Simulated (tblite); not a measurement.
Species: C₃H₁₀NP.
Z-matrix (Å and degrees, GFN2-xTB geometry), rows numbered from 1:
```
C 
C   1  1.5213
P   2  1.8652  1  112.72
C   3  1.8516  2   98.82  1    76.68
N   3  1.7314  2   95.11  1   173.39
H   1  1.0878  2  110.93  3   -63.21
H   1  1.0883  2  110.39  3    56.74
H   1  1.0887  2  110.51  3   176.81
H   2  1.0932  1  111.45  3   121.87
H   2  1.0946  1  109.55  3  -118.81
H   4  1.0893  3  109.09  2   171.41
H   4  1.0876  3  109.72  2   -70.24
H   4  1.0886  3  109.87  2    51.36
H   5  1.0165  3  110.11  2    74.01
H   5  1.0162  3  110.04  2  -168.39
```

All values are computed: GFN2-xTB (tblite) harmonic vibrations without scaling, gas phase. This tight-binding method is rough: wavenumbers can miss measured ones by several per cent, in bad cases by 10 to 20. One conformer, not necessarily the lowest.

Harmonic wavenumbers (cm⁻¹): 64.4, 163.4, 185.9, 194.4, 203.3, 270.1, 316.5, 344.3, 666.0, 716.2, 754.7, 768.6, 841.8, 850.8, 887.8, 955.5, 1001.3, 1016.4, 1081.1, 1216.8, 1257.6, 1308.4, 1410.0, 1435.4, 1451.3, 1459.7, 1497.1, 1499.5, 1504.4, 2935.9, 2947.3, 2997.6, 3003.4, 3015.5, 3023.5, 3026.8, 3034.6, 3360.7, 3379.9.

A = 5797, B = 2774, C = 2210 MHz; mass 91.055 u (most abundant isotopes); point group C1, symmetry number 1.

Question: What is the zero-point energy?

Answer: Half the sum of the wavenumbers: 28024 cm⁻¹ = 80.12 kcal/mol.

Question: Entropy at 273.15 K, 1 bar (ideal gas, RRHO, classical rotation)?

Answer: Translation 39.03, rotation 26.34, vibration 17.84: S = 83.2 cal/(mol K).

Question: And Cp and H(273.15 K) − H(0)?

Answer: Cp = 27.88 cal/(mol K), of which vibrations give 19.93 (their classical limit is 39 R = 77.5); H(273.15 K) − H(0) = 4.90 kcal/mol without the zero-point energy, 2.73 from vibrations.

Question: How do the functions run with temperature in this model?

Answer: 
```json
{"T (K)": "100", "S (cal/(mol K))": "62.2", "Cp (cal/(mol K))": "15.8", "H − H(0) (kcal/mol)": "1.11", "G − H(0) (kcal/mol)": "-5.11", "ln q(vib)": "0.83"}
{"T (K)": "200", "S (cal/(mol K))": "75.4", "Cp (cal/(mol K))": "22.8", "H − H(0) (kcal/mol)": "3.05", "G − H(0) (kcal/mol)": "-12.02", "ln q(vib)": "2.60"}
{"T (K)": "300", "S (cal/(mol K))": "85.9", "Cp (cal/(mol K))": "29.8", "H − H(0) (kcal/mol)": "5.68", "G − H(0) (kcal/mol)": "-20.10", "ln q(vib)": "4.44"}
{"T (K)": "500", "S (cal/(mol K))": "104.3", "Cp (cal/(mol K))": "42.8", "H − H(0) (kcal/mol)": "13.00", "G − H(0) (kcal/mol)": "-39.17", "ln q(vib)": "8.10"}
{"T (K)": "800", "S (cal/(mol K))": "127.5", "Cp (cal/(mol K))": "55.9", "H − H(0) (kcal/mol)": "27.97", "G − H(0) (kcal/mol)": "-74.07", "ln q(vib)": "13.39"}
{"T (K)": "1000", "S (cal/(mol K))": "140.7", "Cp (cal/(mol K))": "62.0", "H − H(0) (kcal/mol)": "39.79", "G − H(0) (kcal/mol)": "-100.92", "ln q(vib)": "16.69"}
```

q(vib) and H(0) count from the zero-point level.

Question: Which modes carry the vibrational entropy at 273.15 K?

Answer: 64.4 cm⁻¹: 4.15; 163.4 cm⁻¹: 2.35; 185.9 cm⁻¹: 2.11; 194.4 cm⁻¹: 2.02; 203.3 cm⁻¹: 1.94; 270.1 cm⁻¹: 1.45 cal/(mol K); the other 33 give 3.83 together.

Question: Blend soft modes into free rotors: weight 1/[1 + (100 cm⁻¹/ν̃)⁴] for the oscillator and the rest for a rotor with moment μB/(μ + B), μ = h/(8π²ν), B = 10⁻⁴⁴ kg m². What vibrational entropy results?

Answer: 17.06 cal/(mol K) in place of 17.84, which changes −T·S at 273.15 K by +0.21 kcal/mol.

Question: What must be added to the electronic energy to get the Gibbs energy at 273.15 K and 1 bar?

Answer: ZPE + [H(273.15 K) − H(0)] − T·S = 80.12 + 4.90 − 22.73 = 62.29 kcal/mol.

Hindered rotation and anharmonicity are outside this model. Other conformers, if any are populated, would add a mixing term that is left out. The structure is chiral; the term R ln 2 for an equal mix with its mirror image is left out.
